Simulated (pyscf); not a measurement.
Thermochemistry of product channels of H₂B–O–AlH₂ + HCl on the singlet surface, in eV, from CCSD(T)/def2-TZVPP + ΔMP2(QZVPP) energies (ideal gas, 1 atm, RRHO with modes under 100 cm⁻¹ raised to 100, one conformer, R ln 2 for chiral ones without a mode under 150 cm⁻¹). Structures and frequencies: ωB97X-D3(BJ)/def2-SVP in PySCF. Correlated levels are frozen-core, on RHF or UHF. ΔMP2 is the change of the MP2 total energy from the triple- to the quadruple-zeta basis.

```json
[
 {"products": "H₂Al–Cl + H₂B–OH", "ΔE": "[?]", "ΔH(298 K)": "-0.19", "ΔG(298 K)": "-0.22", "ΔG(1200 K)": "-0.20"},
 {"products": "HO–AlH₂ + H₂B–Cl", "ΔE": "+0.48", "ΔH(298 K)": "+0.51", "ΔG(298 K)": "+0.48", "ΔG(1200 K)": "[?]"}
]
```

Question: Some entries are withheld; supply them.

Answer: 
- H₂Al–Cl + H₂B–OH, ΔE: -0.29
- HO–AlH₂ + H₂B–Cl, ΔG(1200 K): +0.41

These are energies of the channels, which say nothing of barriers. The CCSD(T) − MP2 part came from Ansatz, without density fitting, on the same reference.
